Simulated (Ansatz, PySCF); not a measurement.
ethane (C2H6), SMILES CC. Atoms are numbered in the order given.

```xyz
8

C      0.0000     0.0003    -0.7634
C      0.0000    -0.0003     0.7634
H     -0.8824    -0.5090    -1.1598
H      0.8824    -0.5090    -1.1598
H      0.0000     1.0193    -1.1593
H     -0.8824     0.5090     1.1598
H      0.8824     0.5090     1.1598
H      0.0000    -1.0193     1.1593
```

Geometry: ωB97X-D3(BJ)/def2-TZVP.

Two levels are set side by side: PBE-D3(BJ)/def2-TZVP (Ansatz, an electronic-structure program) and ωB97X-D3(BJ)/def2-TZVP (PySCF). Each level has its own optimised geometry; the coordinates shown are those of the second. Frequencies come from the Hessian of PySCF at each geometry. Differences are taken from unrounded values.

```csv
quantity,ωB97X-D3(BJ),PBE-D3(BJ),PBE-D3(BJ) minus ωB97X-D3(BJ)
mean bond length (Å),1.155,1.161,0.006
bond C1–C2 (Å),1.527,1.528,0.001
bond C1–H3 (Å),1.093,1.100,0.007
bond C1–H4 (Å),1.093,1.100,0.007
bond C1–H5 (Å),1.093,1.100,0.007
bond C2–H6 (Å),1.093,1.100,0.007
bond C2–H7 (Å),1.093,1.100,0.007
bond C2–H8 (Å),1.093,1.100,0.007
highest harmonic wavenumber (cm⁻¹),3139,3048,-91
mean harmonic wavenumber (cm⁻¹),1831,1771,-60
zero-point energy (kcal/mol),47.11,45.56,-1.56
```

GGA bonds tend to be longer and softer than those of functionals with exact exchange. Differences between two approximate levels are no errors against the true value.
